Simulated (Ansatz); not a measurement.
**H2O ··· CH3F**

The pair of H2O (SMILES O, atoms 1–3) and CH3F (SMILES CF, atoms 4–8), both closed shells, in one local arrangement (a lower one may exist), relaxed at PBE0-D4/def2-TZVP:

O1  (-0.226, -0.157, -1.794)
H2  (0.414, 0.043, -2.481)
H3  (-0.998, -0.488, -2.259)
C4  (0.154, 0.117, 1.247)
F5  (0.353, 0.173, 2.613)
H6  (0.737, 0.904, 0.767)
H7  (-0.906, 0.265, 1.032)
H8  (0.473, -0.857, 0.875)
(Å)

Program: Ansatz 0.2.0. Basis: def2-TZVPPD, with def2-QZVPPD for the basis limit. Cores are frozen in the correlated methods. B3LYP uses VWN-RPA correlation. Extrapolation: Hartree–Fock as exp(−7.88 √X), correlation as X^−2.97. Interaction energies count from these two fragments, frozen as in the pair, with the counterpoise correction; negative means bound.

Problem. What is the interaction energy by CCSD(T) at an estimated basis limit (MP2 extrapolated from triple and quadruple zeta, plus CCSD(T) − MP2 in triple zeta)? (To be estimated.)

Solution. The calculation gives: -7.8 kJ/mol. Hartree–Fock alone gives -4.2 kJ/mol at the basis limit. It counts from the two fragments frozen as in the pair.

The same quantity by other methods in triple zeta, and each one's difference from that estimate:
```json
{"method": "PBE-D4", "E_int (kJ/mol)": "-7.2", "difference": "0.6"}
{"method": "revPBE-D4", "E_int (kJ/mol)": "-5.8", "difference": "2.1"}
{"method": "BLYP-D4", "E_int (kJ/mol)": "-5.9", "difference": "2.0"}
{"method": "r2SCAN-D4", "E_int (kJ/mol)": "-7.6", "difference": "0.3"}
{"method": "B97M-V", "E_int (kJ/mol)": "-7.4", "difference": "0.4"}
{"method": "PBE0-D4", "E_int (kJ/mol)": "-7.3", "difference": "0.6"}
{"method": "B3LYP-D4", "E_int (kJ/mol)": "-6.9", "difference": "0.9"}
{"method": "HSE06-D4", "E_int (kJ/mol)": "-7.3", "difference": "0.6"}
{"method": "wB97X-V", "E_int (kJ/mol)": "-7.8", "difference": "0.1"}
{"method": "wB97M-V", "E_int (kJ/mol)": "-7.5", "difference": "0.3"}
{"method": "B2PLYP", "E_int (kJ/mol)": "-5.6", "difference": "2.3"}
{"method": "HF", "E_int (kJ/mol)": "-4.2", "difference": "3.6"}
{"method": "MP2", "E_int (kJ/mol)": "-6.9", "difference": "1.0"}
{"method": "CCSD", "E_int (kJ/mol)": "-6.7", "difference": "1.1"}
{"method": "CCSD(T)", "E_int (kJ/mol)": "-7.2", "difference": "0.7"}
```
Differences are method less estimate.

Problem. Which atoms make the shortest contact between the fragments?

Solution. O1 and H8, 2.85 Å apart.

Basis-set superposition shift (counterpoise-corrected less uncorrected): CCSD(T) 1.2; MP2 1.2; HF 0.1; PBE0-D4 0.1; wB97M-V 0.1 kJ/mol.

The T1 diagnostic stays at or below 0.011.

For scale, one of the runs: CCSD(T)/def2-TZVPPD, 202 basis functions (an equivalent command: `ansatz run in.yaml --threads 2`). Hardware: 2 CPU threads, shared host. Wall time 71 s; peak host memory 2.7 GiB.
